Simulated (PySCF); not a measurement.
## How methods differ on the ionisation energy of Li

Li [He] 2s1 (2S) → Li+ 1s2 (1S), as a difference of total energies. Computed with PySCF 2.14 in aug-cc-pVDZ (4s3p2d, 23 functions), with the non-relativistic Hamiltonian (point nucleus). The calculations carry no spin-orbit coupling.

```json
{"method": "UHF", "ionisation energy (eV)": "5.342"}
{"method": "LDA", "ionisation energy (eV)": "5.450"}
{"method": "PBE", "ionisation energy (eV)": "5.576"}
{"method": "PBE0", "ionisation energy (eV)": "5.563"}
{"method": "BP86", "ionisation energy (eV)": "5.554"}
{"method": "MN15", "ionisation energy (eV)": "5.079"}
```

Task: Estimate what wB97M-V gives.

Result: 5.331 eV, closest to UHF among the rows shown.

Task: Estimate what r2SCAN gives.

Result: 5.384 eV, closest to UHF among the rows shown.

For comparison: 5.392 eV (measured; NIST Atomic Spectra Database, ionization energies).
